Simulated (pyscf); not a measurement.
PySCF, gas phase, ωB97X-D3(BJ)/def2-SVP geometries.

**Question.** Estimate the classical barrier height and the reaction energy of Cl–Ta(Cl)(Cl)(Cl)–Cl (SMILES [Cl][Ta]([Cl])([Cl])([Cl])[Cl]) + NH₃ (SMILES N) → H₂N–Ta(Cl)(Cl)(Cl)–Cl (SMILES [NH2][Ta]([Cl])([Cl])([Cl])[Cl]) + HCl (SMILES Cl) at ωB97M-D3(BJ)/def2-TZVP. The step runs on the singlet surface, breaks Cl–Ta, H–N and forms N–Ta, Cl–H; take the separated reactants as zero.

**Answer.** ΔE‡ = 30.8 kJ/mol, ΔE = +17.0 kJ/mol. Zero-point energy shifts the barrier by -3.5 kJ/mol. It is a four-centre exchange, with an imaginary mode of 287i cm⁻¹. On the reactant side the descent ends in an adduct with a N–Ta contact, 142.1 kJ/mol under the separated species and 168.6 kJ/mol under the saddle at ωB97X-D3(BJ)/def2-TZVP. On the product side the descent ends in an adduct with a Cl–Ta contact, 11.7 kJ/mol under the separated species and 8.7 kJ/mol under the saddle at ωB97X-D3(BJ)/def2-TZVP. What is counted as formed (N–Ta) is already present as a longer contact in the reactant adduct; forming that adduct is a step of its own. What is counted as broken (Cl–Ta) persists as a longer contact in the product adduct; parting that adduct is a step of its own. This is the saddle that the search found; another between the same sides may lie lower. Elements past Kr carry the def2 core potentials, without spin-orbit coupling.
